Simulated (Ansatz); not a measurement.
Ansatz (a program for electronic structure) input (CCSD(T)/aug-cc-pVDZ):

Ansatz 0.2 input:
```yaml
crystal:
  periodic: [false, false, false]
  atoms:
    - {symbol: C, position_ang: [1.27969120, 0.01799503, 0.11674447]}
    - {symbol: C, position_ang: [-0.04641183, 0.35484800, -0.12605693]}
    - {symbol: H, position_ang: [1.56535525, -0.96544945, 0.48118818]}
    - {symbol: H, position_ang: [2.07649718, 0.73303796, -0.05175505]}
    - {symbol: H, position_ang: [-0.18059473, 1.38076163, -0.49050458]}
    - {symbol: C, position_ang: [-1.23602420, -0.35185707, 0.00185736]}
    - {symbol: H, position_ang: [-1.25850655, -1.38060421, 0.35222871]}
    - {symbol: H, position_ang: [-2.18628219, 0.10633833, -0.24642669]}
basis:
  gaussian:
    orbitals: aug-cc-pVDZ
total_charge: -1
magnetization: {spin_polarized: false}
correlation: {method: ccsd_t, electrons: outside_noble_gas}
output: {forces: true}
```

End of the output:

```
cycle  12  -13.15187508 eV  change   -3.0e-6 eV  update   2.4e-6
cycle  13  -13.15187555 eV  change   -4.8e-7 eV  update   7.9e-7
perturbative correction -0.54954744 eV, -0.0201954961 hartree
the calculation of the forces begins
mean field evaluation 32: about -3168.4662 eV, gradient 4.5e-6 eV
Total energy: -3182.16761893 eV, -116.9425030450 hartree
Atom 0 at     1.279691     0.017995     0.116744 Å, force     0.579634    -0.236000     0.136545 eV/Å
Atom 1 at    -0.046412     0.354848    -0.126057 Å, force    -0.075700     0.578775    -0.205605 eV/Å
Atom 2 at     1.565355    -0.965449     0.481188 Å, force     0.136116    -0.476570     0.176384 eV/Å
Atom 3 at     2.076497     0.733038    -0.051755 Å, force     0.375205     0.356779    -0.086224 eV/Å
Atom 4 at    -0.180595     1.380762    -0.490505 Å, force    -0.056778     0.434106    -0.154213 eV/Å
Atom 5 at    -1.236024    -0.351857     0.001857 Å, force    -0.497194    -0.394311     0.087368 eV/Å
Atom 6 at    -1.258507    -1.380604     0.352229 Å, force    -0.008667    -0.497856     0.169772 eV/Å
Atom 7 at    -2.186282     0.106338    -0.246427 Å, force    -0.452616     0.235076    -0.124028 eV/Å
Dipole moment:    -0.015542     0.118825    -0.042212 e Å
```

It need not be the lowest isomer of its formula. Whether it binds its extra electron was not tested at this geometry.
